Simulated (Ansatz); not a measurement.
A displaced shape of singlet H₂F₂:

```xyz
4

F     0.0302   -0.3499   -1.2141
H     0.0229    0.4116   -0.8069
F     0.0364    0.3756    1.1608
H     0.0004   -0.4963    0.8271
```

It was optimised with HF/def2-SVP in Ansatz (development build ahead of 0.2.0) to forces under 0.001 eV/Å, with restricted orbitals. Each step stands on the lowest determinant of that kind that the program's search found.

(1) What shape does it relax to, and how does the optimisation go?

Results:

(1)

```yaml
atoms:
  - { symbol: F, position_ang: [0.0256, -0.0861, -1.6967] }
  - { symbol: H, position_ang: [0.0295, 0.2023, -0.8389] }
  - { symbol: F, position_ang: [0.0263, 0.3042, 1.0259] }
  - { symbol: H, position_ang: [0.0085, -0.4795, 1.4765] }
```

Bond lengths: F1–H2 0.905 Å, F3–H4 0.904 Å.

```
step  E − E(start) (eV)  largest force (eV/Å)
   1             0.0000                3.0183
   2            -0.1133                0.7048
   3             0.2201                3.3847
   4            -0.0957                1.0769
   5            -0.1214                0.4012
   6            -0.1235                0.2305
   7            -0.1242                0.0152
   8            -0.1242                0.0068
   9            -0.1242                0.0044
  10            -0.1242                0.0103
  11            -0.1243                0.1189
  12            -0.1245                0.0576
  13            -0.1247                0.0389
  14            -0.1241                0.4170
  15            -0.1252                0.0623
  16            -0.1255                0.2149
  17            -0.1261                0.1660
  18            -0.1261                0.3984
  19            -0.1290                0.2855
  20            -0.1316                0.2054
  21            -0.1296                0.6386
  22            -0.1340                0.1046
  23            -0.1311                0.6431
  24            -0.1361                0.1153
  25            -0.1374                0.2382
  26            -0.1386                0.1830
  27            -0.1395                0.0721
  28            -0.1397                0.0232
  29            -0.1398                0.0194
  30            -0.1398                0.0071
  31            -0.1398                0.0007
```

The optimisation ended after 31 steps with its threshold met.
